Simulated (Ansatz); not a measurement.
# CH₄O, SMILES CO: the interaction energy of a dimer with the counterpoise correction

With Ansatz 0.2.0 through its Python package.

Interactive session:
```pycon
>>> import ansatz as az
>>> SETTINGS = {
...     "basis": "def2-SVP",
...     "method": "MP2",
... }
>>> FIRST = [
...     ("C", (-0.09, -0.2115, -0.2818)),
...     ("O", (-0.1654, 0.3133, 1.0209)),
...     ("H", (-0.8679, -0.9688, -0.3547)),
...     ("H", (0.8814, -0.6796, -0.4743)),
...     ("H", (-0.2714, 0.5585, -1.0395)),
...     ("H", (0.5133, 0.9881, 1.1293)),
... ]
>>> SECOND = [
...     ("C", (-2.4626, -2.9386, -0.3393)),
...     ("O", (-2.9435, -2.7071, 0.962)),
...     ("H", (-2.652, -2.0283, -0.9045)),
...     ("H", (-2.9846, -3.7719, -0.8216)),
...     ("H", (-1.3862, -3.1418, -0.3429)),
...     ("H", (-2.7984, -3.4948, 1.4971)),
... ]
>>> def energy(atoms, ghosts=()):
...     molecule = az.Crystal.molecule()
...     for symbol, xyz in atoms:
...         molecule = molecule.atom(symbol, xyz)
...     calc = (
...         molecule.calculation()
...         .basis(gaussian=SETTINGS["basis"])
...         .correlation(SETTINGS["method"])
...     )
...     deck = calc.input()
...     if ghosts:
...         deck = deck.set(az.key.basis.gaussian.ghost_atoms, [{"symbol": s, "position_ang": list(xyz)} for s, xyz in ghosts])
...     return az.Session.from_dict(deck).plan().execute().report["free_energy_ev"]
...
>>> both = energy(FIRST + SECOND)

>>> alone = energy(FIRST) + energy(SECOND)
>>> ghosted = energy(FIRST, SECOND) + energy(SECOND, FIRST)
>>> print(f"dimer {both:.6f} eV")
dimer -6274.413055 eV
>>> print(f"interaction, uncorrected   {(both - alone):8.3f} eV")
interaction, uncorrected      0.046 eV
>>> print(f"interaction, counterpoise  {(both - ghosted):8.3f} eV")
interaction, counterpoise     0.083 eV
>>> print(f"basis-set superposition    {(alone - ghosted):8.3f} eV")
basis-set superposition       0.037 eV
```

Uncorrected it is 0.046 eV, with the counterpoise correction 0.083 eV; the difference, 0.04 eV, is the superposition error. In this basis both values are repulsive.

Total energies depend on the basis set; only differences at equal settings carry meaning. The dimer is a generated trial pose of unrelaxed monomers, not a minimum, so the figure is no binding energy, and the basis set is small. Finished in 3 s on 1 thread of Arm Neoverse V2, with other jobs on the host, peak memory 0.2 GiB.

(Lines on the test bed's own set-up are left out of the output.)
